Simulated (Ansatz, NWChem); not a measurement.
## Heat of formation of C2H4Cl2 (1,2-dichloroethane) from total energies

C2H4Cl2 has 8 atoms, charge 0, and is taken as a singlet. SMILES: `ClCCCl`. Geometry: relaxed at PBE0-D4/def2-TZVP. This is one conformer, not always the lowest.

Total energies at r2SCAN/6-31G* (spherical functions) (NWChem 7.3.0); the atoms run unrestricted:

| species | state | energy (Eh) |
| --- | --- | --- |
| C2H4Cl2 | singlet | -998.867312 |
| Cl | doublet | -460.084642 |
| C | triplet | -37.819204 |
| H | doublet | -0.498227 |

Harmonic wavenumbers at PBE0-D4/def2-TZVP, in cm⁻¹: 115, 262, 414, 687, 708, 900, 961, 1061, 1164, 1232, 1315, 1340, 1462, 1464, 3086, 3094, 3149, 3163.

Measured heats of formation of the gaseous atoms at 298.15 K, in kJ/mol: Cl 121.3, C 716.9, H 218.0. Spin-orbit lowering of the atoms at 298 K (mean of the ground term's levels less their thermal mean, from spectra), in kJ/mol: Cl 3.44, C 0.02. Take 1 Eh = 2625.50 kJ/mol, 1 cm⁻¹ = 0.0119627 kJ/mol, RT = 2.479 kJ/mol.

Problem. Work out the heat of formation of the gas at 298 K.

Solution. 
1. Electronic atomisation energy: 2 × (-460.084642) + 2 × (-37.819204) + 4 × (-0.498227) − (-998.867312) = 1.066712 Eh = 2800.7 kJ/mol.
2. Zero-point energy: half the sum of the wavenumbers, 12788.5 cm⁻¹ = 153.0 kJ/mol.
3. Thermal vibrational enthalpy, Σ hcν̃/(exp(hcν̃/kT) − 1): 5.0 kJ/mol. Translation, rotation and pV of a non-linear molecule: 4 RT = 9.9 kJ/mol.
4. The 8 free atoms carry 5/2 RT each: 49.6 kJ/mol.
5. Spin-orbit coupling lowers the free atoms by 2 × 3.44 + 2 × 0.02 = 6.9 kJ/mol.
6. Atomisation enthalpy at 298 K: 2800.7 − 6.9 − 153.0 − 5.0 − 9.9 + 49.6 = 2675.5 kJ/mol.
7. Sum of the atoms' heats of formation: 2548.4 kJ/mol. Heat of formation: 2548.4 − 2675.5 = -127.1 kJ/mol.

The tabulated value is -130.1 kJ/mol (Active Thermochemical Tables), so this level is off by +3.0 kJ/mol, or 0.1 % of the atomisation enthalpy that the table implies (2678.4 kJ/mol). So close a hit in a small basis owes something to errors that cancel. Anharmonicity and any spin-orbit splitting of the molecule are left out.
